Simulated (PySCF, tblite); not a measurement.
**HBrF−, a complex of two parts: NMR shifts, interaction energy, infrared bands, spin-spin couplings, core binding energies and electronic excitations**

The task here is to estimate one member of a computed series from the others.

Programs: tblite 0.8.0 and PySCF 2.14.0. All values are calculated, for the isolated system unless a continuum is named. Atoms count from 0, parts from 1.

## Starting point

3 atoms, charge -1, multiplicity 1; geometry: rigid parts in contact. Parts: 1 = atoms 0–1, `F`, charge 0; 2 = atom 2, `[Br-]`, charge -1.

The first run:

The job: settings as JSON, then the geometry in Å.

```
{"job": {"kind": "dock", "xc": "GFN2-xTB", "basis": "xTB"}, "charge": -1, "multiplicity": 1, "parts": [{"atoms": "0-1", "charge": 0, "multiplicity": 1}, {"atoms": "2-2", "charge": -1, "multiplicity": 1}]}
F      0.465931     0.003183     0.016358
H     -0.465931    -0.003183    -0.016358
Br    -2.258904     1.300532    -0.779701
```

Level: GFN2-xTB search for minima from random contacts, gas phase.

Launch:

```console
$ OMP_NUM_THREADS=1 python cluster_run.py task.json out
```

This one command runs all jobs of the session in turn.

Among the steps run: Bringing the parts together with GFN2-xTB; Geometry optimisation at PBE0-D3(BJ)/def2-TZVPD; Shielding tensors: PBE0/aug-pcSseg-3; Coupled-cluster interaction energy: CCSD(T) and MP2.

One table of the session follows, with a row left open; its other results are not shown here.

It belongs to the step «Coupled-cluster interaction energy: CCSD(T) and MP2». 

```
                 method  interaction energy (kcal/mol)
         HF/aug-cc-pVDZ                         -17.99
        MP2/aug-cc-pVDZ                         -19.72
       CCSD/aug-cc-pVDZ                         -18.97
    CCSD(T)/aug-cc-pVDZ                         -19.27
         HF/aug-cc-pVQZ                         -18.27
        MP2/aug-cc-pVQZ                         -21.54
    SCS-MP2/aug-cc-pVQZ                         -20.47
      MP2, extrapolated                         -21.87
CCSD(T), limit estimate                              ?
```

Q: Estimate the row for CCSD(T), limit estimate from the others.

**Answer.** interaction energy (kcal/mol): -21.43. In the column «interaction energy (kcal/mol)» it lies between MP2/aug-cc-pVQZ (-21.54) and SCS-MP2/aug-cc-pVQZ (-20.47).

Caveats from the session: The interaction energy leaves out the deformation of the parts, 1.59 kcal/mol (MP2); added to the CCSD(T) estimate it gives a binding of about -19.84 kcal/mol.
